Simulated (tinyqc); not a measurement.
Worked calculation: UHF in the sto-6g basis, for CH2, spin multiplicity 3. One step of it, computed by the program tinyqc.

Question. Iteration 8 (converged): orbitals. Diagonalise F' = X^T F X, C = X C', fill 5 alpha and 3 beta electrons from the bottom; D(s) = C_occ C_occ^T. Each column has its largest component positive (the first on a tie).

converged F(alpha) (hartree), lower triangle:
```
             1C 1s      1C 2s     1C 2px     1C 2py     1C 2pz      2H 1s      3H 1s
1C 1s   -11.137564
1C 2s    -2.878509  -1.519863
1C 2px    0.000000   0.000000  -0.365927
1C 2py    0.000000   0.000000   0.000000  -0.312341
1C 2pz   -0.004681   0.014643   0.000000   0.000000  -0.330989
2H 1s    -0.713449  -0.704035   0.000000  -0.382491  -0.207764  -0.432093
3H 1s    -0.713449  -0.704035   0.000000   0.382491  -0.207764  -0.190242  -0.432093
```

converged F(beta) (hartree), lower triangle:
```
             1C 1s      1C 2s    1C 2px     1C 2py     1C 2pz      2H 1s      3H 1s
1C 1s   -11.077825
1C 2s    -2.821292  -1.129985
1C 2px    0.000000   0.000000  0.377792
1C 2py    0.000000   0.000000  0.000000  -0.172910
1C 2pz   -0.007222  -0.225868  0.000000   0.000000   0.282910
2H 1s    -0.697508  -0.636727  0.000000  -0.369160  -0.182484  -0.445463
3H 1s    -0.697508  -0.636727  0.000000   0.369160  -0.182484  -0.169878  -0.445463
```

X, lower triangle:
```
            1C 1s      1C 2s    1C 2px     1C 2py     1C 2pz      2H 1s     3H 1s
1C 1s    1.025493
1C 2s   -0.147963   1.274762
1C 2px   0.000000   0.000000  1.000000
1C 2py   0.000000   0.000000  0.000000   1.193752
1C 2pz  -0.009079   0.106074  0.000000   0.000000   1.044730
2H 1s    0.022615  -0.328685  0.000000  -0.299741  -0.139045   1.244167
3H 1s    0.022615  -0.328685  0.000000   0.299741  -0.139045  -0.036049  1.244167
```

Give: F' = X^T F X; orbital energies; coefficients C; F' = X^T F X; orbital energies; coefficients C; D(alpha) after iteration 8; D(beta) after iteration 8.

Answer.

F' = X^T F X (alpha) (hartree), lower triangle:
```
         1       2       3       4       5       6      7
1  -10.930
2   -1.466  -0.692
3    0.000   0.000  -0.366
4    0.000   0.000   0.000   0.059
5   -0.029   0.199   0.000   0.000  -0.236
6   -0.113  -0.444   0.000  -0.449  -0.225   0.071
7   -0.113  -0.444   0.000   0.449  -0.225  -0.064  0.071
```

orbital energies (alpha) (hartree): MO1 -11.141, MO2 -0.886, MO3 -0.539, MO4 -0.408, MO5 -0.366, MO6 0.585, MO7 0.732

coefficients C (alpha):
```
           MO1     MO2     MO3     MO4    MO5     MO6     MO7
1C 1s    0.995  -0.235   0.000   0.066  0.000  -0.157   0.000
1C 2s    0.022   0.805   0.000  -0.377  0.000   1.041   0.000
1C 2px   0.000   0.000   0.000   0.000  1.000   0.000   0.000
1C 2py   0.000   0.000   0.578   0.000  0.000   0.000   1.127
1C 2pz   0.002  -0.003   0.000   0.857  0.000   0.638   0.000
2H 1s   -0.005   0.203   0.403   0.242  0.000  -0.870  -0.864
3H 1s   -0.005   0.203  -0.403   0.242  0.000  -0.870   0.864
```

F' = X^T F X (beta) (hartree), lower triangle:
```
         1       2      3       4       5       6      7
1  -10.876
2   -1.467  -0.248
3    0.000   0.000  0.378
4    0.000   0.000  0.000   0.232
5    0.000  -0.050  0.000   0.000   0.367
6   -0.111  -0.443  0.000  -0.463  -0.196   0.021
7   -0.111  -0.443  0.000   0.463  -0.196  -0.063  0.021
```

orbital energies (beta) (hartree): MO1 -11.080, MO2 -0.694, MO3 -0.501, MO4 0.314, MO5 0.378, MO6 0.660, MO7 0.817

coefficients C (beta):
```
           MO1     MO2     MO3     MO4    MO5     MO6     MO7
1C 1s    0.996  -0.187   0.000   0.143  0.000  -0.162   0.000
1C 2s    0.016   0.559   0.000  -0.699  0.000   1.036   0.000
1C 2px   0.000   0.000   0.000   0.000  1.000   0.000   0.000
1C 2py   0.000   0.000   0.479   0.000  0.000   0.000   1.173
1C 2pz   0.002   0.158   0.000   0.748  0.000   0.746   0.000
2H 1s   -0.004   0.352   0.476   0.271  0.000  -0.813  -0.827
3H 1s   -0.004   0.352  -0.476   0.271  0.000  -0.813   0.827
```

D(alpha) after iteration 8, lower triangle:
```
         1C 1s   1C 2s  1C 2px  1C 2py  1C 2pz   2H 1s  3H 1s
1C 1s    1.050
1C 2s   -0.192   0.791
1C 2px   0.000   0.000   1.000
1C 2py   0.000   0.000   0.000   0.334
1C 2pz   0.060  -0.325   0.000   0.000   0.734
2H 1s   -0.037   0.072   0.000   0.233   0.207   0.262
3H 1s   -0.037   0.072   0.000  -0.233   0.207  -0.062  0.262
```

D(beta) after iteration 8, lower triangle:
```
         1C 1s  1C 2s  1C 2px  1C 2py  1C 2pz   2H 1s  3H 1s
1C 1s    1.028
1C 2s   -0.089  0.313
1C 2px   0.000  0.000   0.000
1C 2py   0.000  0.000   0.000   0.229
1C 2pz  -0.027  0.088   0.000   0.000   0.025
2H 1s   -0.070  0.197   0.000   0.228   0.056   0.350
3H 1s   -0.070  0.197   0.000  -0.228   0.056  -0.102  0.350
```
